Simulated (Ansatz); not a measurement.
Caution, from a PySCF single point (PBE0-D3(BJ)/def2-TZVP) at this geometry: the restricted solution is unstable towards spin-unrestricted or complex orbitals, so a lower solution exists and this singlet may not be the ground state. This singlet is an excited state, 0.39 eV above the relaxed triplet at the level composite: frozen-core CCSD(T) with HF/cc-pV5Z and the correlation energy extrapolated as X^-3 from cc-pVQZ and cc-pV5Z, plus full CI minus CCSD(T) in cc-pVDZ // PBE0-D3(BJ)/def2-TZVP (Ansatz, an electronic-structure program).

Calculation: PBE0-D3(BJ)/def2-TZVP (Ansatz). No frequencies were computed at this level.

Ansatz 0.2 input:
```yaml
crystal:
  periodic: [false, false, false]
  atoms:
    - { symbol: C, position_ang: [-0.00125, 0.438759, -0.000001] }
    - { symbol: H, position_ang: [0.882523, -0.216589, -0.000003] }
    - { symbol: H, position_ang: [-0.881273, -0.222169, 0.000003] }
basis:
  gaussian: { orbitals: def2-tzvp }
hamiltonian:
  xc: pbe0
  dispersion: d3bj
relax:
  max_steps: 150
```

Output:

```
Functional definition: PBE0
268 factors; their error is unknown
mean field evaluation 1: about -1062.6421 eV, gradient 1.9e1 eV
mean field evaluation 2: about -1062.8892 eV, gradient 1.6e1 eV
mean field evaluation 4: about -1063.6097 eV, gradient 5.0e-2 eV
mean field evaluation 8: about -1063.5993 eV, gradient 2.3e-4 eV
mean field -1063.59930250 eV, -39.0865534334 hartree, gradient 5.4e-5 eV, S^2 0.000000; 0 other end points of the search recorded, 0 dependent functions left out
reference -1063.59932172 eV, -39.0865541397 hartree; 4, 4 occupied and 39, 39 virtual orbitals, 268 factors
relax step   1: F+E_penalty+E_count = -1063.61020146 eV  Δ(F+E_penalty+E_count) = +0.000e0 eV  max|allowed force component| = 7.618e-1 eV/Å  Δτ_max = 0.0000 Å  (23 SCF iters, accepted)
these checks for a lower state are left out or cut short: starts, cluster_reference, orbital_swaps, neighbouring_geometries, increment
268 factors; their error is unknown
mean field evaluation 16: about -1063.6148 eV, gradient 2.6e-1 eV
mean field -1063.61491753 eV, -39.0871272752 hartree, gradient 7.2e-6 eV, S^2 0.000000; 0 other end points of the search recorded, 0 dependent functions left out
reference -1063.61493733 eV, -39.0871280026 hartree; 4, 4 occupied and 39, 39 virtual orbitals, 268 factors
relax step   2: F+E_penalty+E_count = -1063.62582205 eV  Δ(F+E_penalty+E_count) = -1.562e-2 eV  max|allowed force component| = 2.591e-1 eV/Å  Δτ_max = 0.0233 Å  (27 SCF iters, accepted)
these checks for a lower state are left out or cut short: starts, cluster_reference, orbital_swaps, neighbouring_geometries, increment
268 factors; their error is unknown
mean field -1063.61605446 eV, -39.0871690566 hartree, gradient 7.5e-6 eV, S^2 0.000000; 0 other end points of the search recorded, 0 dependent functions left out
reference -1063.61607443 eV, -39.0871697905 hartree; 4, 4 occupied and 39, 39 virtual orbitals, 268 factors
relax step   3: F+E_penalty+E_count = -1063.62696108 eV  Δ(F+E_penalty+E_count) = -1.139e-3 eV  max|allowed force component| = 5.842e-2 eV/Å  Δτ_max = 0.0074 Å  (28 SCF iters, accepted)
these checks for a lower state are left out or cut short: starts, cluster_reference, orbital_swaps, neighbouring_geometries, increment
268 factors; their error is unknown
mean field evaluation 32: about -1063.6161 eV, gradient 2.6e-1 eV
mean field -1063.61616014 eV, -39.0871729403 hartree, gradient 7.4e-6 eV, S^2 0.000000; 0 other end points of the search recorded, 0 dependent functions left out
reference -1063.61618010 eV, -39.0871736736 hartree; 4, 4 occupied and 39, 39 virtual orbitals, 268 factors
relax step   4: F+E_penalty+E_count = -1063.62706649 eV  Δ(F+E_penalty+E_count) = -1.054e-4 eV  max|allowed force component| = 2.725e-3 eV/Å  Δτ_max = 0.0016 Å  (28 SCF iters, accepted)
268 factors; their error is unknown
mean field -1063.61616014 eV, -39.0871729403 hartree, gradient 7.4e-6 eV, S^2 0.000000; 1 other end points of the search recorded, 0 dependent functions left out
reference -1063.61618010 eV, -39.0871736736 hartree; 4, 4 occupied and 39, 39 virtual orbitals, 268 factors
Total energy: -1063.62708644 eV, -39.0875744745 hartree
Atom 0 at    -0.001458     0.468792    -0.000001 Å, force    -0.000005     0.000398    -0.000000 eV/Å
Atom 1 at     0.862835    -0.231715    -0.000003 Å, force    -0.002720    -0.000209     0.000000 eV/Å
Atom 2 at    -0.861377    -0.237076     0.000003 Å, force     0.002725    -0.000189    -0.000000 eV/Å
Dipole moment:     0.001236    -0.397402     0.000001 e Å
```

Cost: roughly 1.2 core-seconds.
